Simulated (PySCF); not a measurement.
Species, as SMILES: C#N (CH-N).
Geometry (B3LYP-D3(BJ)/def2-TZVP, fixed):
```
C
N 1 1.1462
H 1 1.0667 2 180.00
```
Charge 0, spin multiplicity 1.

Basis-set convergence of the lowest singlet excitation energy at PBE with PySCF. Tamm-Dancoff approximation; the state is taken by its order, and sets in which it differs in degeneracy or brightness are left out, yet its character can still change. All functions are spherical. Density fitting with generated auxiliary sets. No added dispersion term, no relativity. Reference: the value in d-aug-cc-pVTZ, 8.025 eV, itself unsure by roughly 0.002 eV (its mean distance from aug-pcseg-3, aug-cc-pVQZ, aug-pcseg-2). Deviations are taken from unrounded values. Cost is core time over that of 6-311+G**, rough, on shared machines of one kind.

| basis | functions | lowest singlet excitation energy (eV) | minus reference (eV) | cost |
|---|---|---|---|---|
| 6-31G** | 33 | 8.400 | 0.375 | 0.4× |
| def2-SVP | 33 | 8.397 | 0.372 | 0.4× |
| def2-SVPD | 48 | 8.158 | 0.133 | 0.4× |
| 6-311+G** | 50 | 8.115 | 0.090 | 1× |
| aug-cc-pVDZ | 55 | 8.043 | 0.018 | 0.6× |
| aug-pcseg-1 | 55 | 8.072 | 0.047 | 0.8× |
| def2-TZVPPD | 91 | 8.079 | 0.054 | 3× |
| def2-QZVPP | 144 | 8.090 | 0.065 | 6× |
| aug-pcseg-3 | 219 | 8.023 | -0.002 | 8× |
